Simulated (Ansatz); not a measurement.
Cost and result for the atomization energy of CHCl, SMILES `[CH]Cl` (triplet) (3 atoms, 2 bonds).

```xyz
3

C    -0.345    0.074    0.260
Cl   -0.027   -0.211   -1.330
H     0.372    0.137    1.070
```

Total charge 0; spin multiplicity 3. Geometry: relaxed with PBE0-D4/def2-TZVP. Program: Ansatz. Hardware: A = 2 threads of an AMD EPYC 7R13 on a shared host; B = 2 threads of an AMD EPYC 7R13 on a shared host and a share of an NVIDIA H100 80 GB. Times are those of one run each, without the atoms' runs, and a repeat can differ threefold. Electronic energies, without spin–orbit coupling; frozen cores. CCSD(T)/CBS extrapolates def2-TZVPP and def2-QZVPP, and its time is that of the two runs behind it. T1 = 0.021; ⟨S²⟩ of the reference is 2.02. B3LYP takes the VWN-RPA correlation (the form of Gaussian; ORCA's B3LYP/G).

CCSD(T)/CBS is a level of theory with its own doubt, some kJ/mol a heavy atom from the limit and from the frozen cores, so smaller differences don't rank the functionals.

| level | functions | wall time |
| --- | --- | --- |
| CCSD(T)/def2-SVP [A] | 37 | 0.5 s |
| revPBE-D4/def2-TZVPP [A] | 87 | 0.61 s |
| PBE-D4/def2-TZVPP (with forces) [A] | 87 | 0.65 s |
| BHLYP-D4/def2-TZVPP [A] | 87 | 0.65 s |
| CAM-B3LYP-D4/def2-TZVPP [A] | 87 | 0.7 s |
| B3LYP-D4/def2-TZVPP (with forces) [A] | 87 | 0.81 s |
| r2SCANh-D4/def2-TZVPP [A] | 87 | 1.1 s |
| PBE-QIDH/def2-TZVPP [A] | 87 | 1.3 s |
| B97M-V/def2-TZVPP [A] | 87 | 1.9 s |
| ωB97X-V/def2-TZVPP [A] | 87 | 1.9 s |
| CCSD(T)/def2-TZVPP [A] | 87 | 2.2 s |
| CCSD(T)/def2-QZVPP [B] | 157 | 2.5 s |
| CCSD(T)/CBS(def2) | – | 4.7 s |

Task: What atomization energy does each give, and how far from CCSD(T)/CBS? (Best estimate.)

Result: The calculation gave: 
| level | atomization (kJ/mol) | difference from CCSD(T)/CBS | per bond |
| --- | --- | --- | --- |
| CCSD(T)/def2-SVP [A] | 681.5 | -49.7 | -24.9 |
| revPBE-D4/def2-TZVPP [A] | 763.6 | 32.4 | 16.2 |
| PBE-D4/def2-TZVPP (with forces) [A] | 788.9 | 57.7 | 28.8 |
| BHLYP-D4/def2-TZVPP [A] | 707.0 | -24.2 | -12.1 |
| CAM-B3LYP-D4/def2-TZVPP [A] | 739.1 | 7.9 | 4.0 |
| B3LYP-D4/def2-TZVPP (with forces) [A] | 739.6 | 8.4 | 4.2 |
| r2SCANh-D4/def2-TZVPP [A] | 767.2 | 36.0 | 18.0 |
| PBE-QIDH/def2-TZVPP [A] | 747.2 | 16.0 | 8.0 |
| B97M-V/def2-TZVPP [A] | 750.4 | 19.2 | 9.6 |
| ωB97X-V/def2-TZVPP [A] | 735.9 | 4.7 | 2.3 |
| CCSD(T)/def2-TZVPP [A] | 707.2 | -24.0 | -12.0 |
| CCSD(T)/def2-QZVPP [B] | 721.5 | -9.7 | -4.8 |
| CCSD(T)/CBS(def2) | 731.2 | 0.0 | 0.0 |

The D4 term adds +4.7 kJ/mol with B3LYP and +2.3 kJ/mol with PBE0; it sums over pairs of atoms, weighted by their polarisabilities, and B3LYP, whose exchange is more repulsive, gets the larger term. From PBE to PBE0 (25 % exact exchange), in def2-TZVPP and without D4, the atomization energy moves by −22.0 kJ/mol: exact exchange takes away binding that semilocal exchange gives to molecules. At CCSD(T), def2-SVP lies −49.7 kJ/mol from the extrapolated value and def2-TZVPP −24.0 kJ/mol: correlation converges slowly with the basis, and small sets miss more of it in the bonded molecule than in its fragments.
